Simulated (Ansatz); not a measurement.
A made-up structure of C₂H₃, doublet:

| atom | x (Å) | y (Å) | z (Å) |
| --- | --- | --- | --- |
| C1 | 0.4918 | -0.4218 | 0.5688 |
| C2 | -0.1361 | 0.3925 | -0.2289 |
| H3 | -0.4832 | 0.2603 | 0.7639 |
| H4 | -0.9364 | 0.0477 | -0.8879 |
| H5 | 0.1037 | 1.4520 | -0.2788 |

It is relaxed with PBE-D4/def2-SVP and then PBE0-D4/def2-TZVP (Ansatz 0.2.0). Atoms count as bonded within 1.22 times the sum of their covalent radii (H–H: 0.88 Å). The end point is not checked to be a true minimum.

Q: Does its bonding change? (A judgement: the text doesn't fix the answer.)

A: By the calculation: Yes. Formed: none; broken: C1–H3.

Where it ends: The first stage lowers the energy by 0.85 eV in 8 steps. It ends as C₂H₃ ([C][CH3]):
```tsv
atom	x (Å)	y (Å)	z (Å)
C1	0.7463	-0.5394	0.4099
C2	-0.1945	0.3936	-0.1217
H3	-0.7598	0.4159	0.8464
H4	-0.8982	0.0393	-0.8876
H5	0.1458	1.4213	-0.3098
```

Labels in which every atom is bracketed show which atoms are joined, not bond orders.

For scale, one of the runs: PBE0-D4/def2-TZVP relaxation, 80 basis functions, launched by `ansatz run in.yaml --threads 2 --pin off --events-out ev --progress --plain --max-ram 4352MiB`. Hardware: 2 CPU threads of an Arm Neoverse V1, shared host. Wall time about 12 s.
